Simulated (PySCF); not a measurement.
# AlClH2: the cost of one run

Programs: PySCF 2.14.0, with density-fitted response routines of our own. Each step states its level of theory. These are calculated values for one molecule in the gas phase, unless marked as measured. Atoms are numbered from 0 throughout.

## (1) The molecule as given

4 atoms, charge 0, multiplicity 1; geometry from: PBE0-D3(BJ)/def2-SVP.

Bonds of the start (Å): Al0–Cl1 2.11, Al0–H2 1.58, Al0–H3 1.58.

## (2) NMR shieldings: PBE0/6-31G*

What the job is given:

```
{"job": {"kind": "nmr", "xc": "PBE0", "basis": "6-31G*", "pop": true}, "charge": 0, "multiplicity": 1}
Al    -0.613453     0.004041     0.082524
Cl     1.488264    -0.138663     0.060030
H     -1.247336     1.450624     0.106403
H     -1.435525    -1.344246     0.070548
```

With the program's defaults for keys left out, this is: GIAO PBE0/6-31G* NMR shielding, non-relativistic, gas phase.

Launch:

```
$ OMP_NUM_THREADS=1 python probes_run.py task.json out
```

The driver reads the jobs from task.json and runs them one after another.

**Question.** How long does this first job take on 1 thread of AMD EPYC 9R45, shared host, and how much memory does it need?

About 1.1 s, with a peak of 0.27 GiB.
